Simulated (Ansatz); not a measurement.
Working through a rigid scan of one bond angle of BH₂S, SMILES [BH]S

Computed with Ansatz 0.2.0, Python API.

Interactive session:
```pycon
>>> import ansatz as az
>>> from ase import Atoms
>>> atoms = Atoms(["B", "S", "H", "H"], positions=[
...     (0.0143, -0.5116, 0.7995),
...     (0.2136, 1.1121, -0.2007),
...     (0.5465, -1.4363, 0.4993),
...     (-0.7189, 0.7755, -1.1184),
... ])
>>> # relax first, so that the scan starts from a minimum
>>> first = az.Crystal.molecule_from_ase(atoms).calculation()
>>> first = first.basis(gaussian="6-31G*")
>>> first = first.spin("collinear", total=1).scf(lower_state_search="off")
>>> first = first.functional("pbe0")
>>> first = first.relax(force_tolerance=0.02, max_steps=80)
>>> atoms.positions = first.run().report["positions_ang"]
>>> rows = []
>>> for angle in [85, 95, 105, 115, 125, 140, 160]:
...     bent = atoms.copy()
...     bent.set_angle(0, 1, 3, angle, indices=[3])
...     calculation = (
...         az.Crystal.molecule_from_ase(bent).calculation()
...         .basis(gaussian="6-31G*")
...         .correlation("CCSD(T)")
...         .spin("collinear", total=1)
...         .scf(lower_state_search="off")
...     )
...     rows.append((angle, calculation.run().report["free_energy_ev"]))
...
>>> floor = min(e for _, e in rows)
>>> for angle, e in rows:
...     print(f"angle B0-S1-H3 = {angle:3d} deg   {1000 * (e - floor):9.1f} meV")
...
angle B0-S1-H3 =  85 deg       178.5 meV
angle B0-S1-H3 =  95 deg        20.7 meV
angle B0-S1-H3 = 105 deg         0.0 meV
angle B0-S1-H3 = 115 deg       108.8 meV
angle B0-S1-H3 = 125 deg       329.1 meV
angle B0-S1-H3 = 140 deg       813.2 meV
angle B0-S1-H3 = 160 deg      1558.9 meV
```

Reading the output:
- These settings explore the input space; basis and method may be short of convergence.
- The scan is rigid, and the energies are electronic, in a modest basis. The zero is the lowest point of the grid, which needn't be the minimum.
- The run takes the species as open-shell (spin multiplicity 2), which needn't be its ground state.
- The start is relaxed with a density functional and scanned with the wavefunction method, so it isn't exactly that method's minimum.
- It ran for 12 s on 1 thread of Arm Neoverse V2 (shared host), peak memory 0.18 GiB.
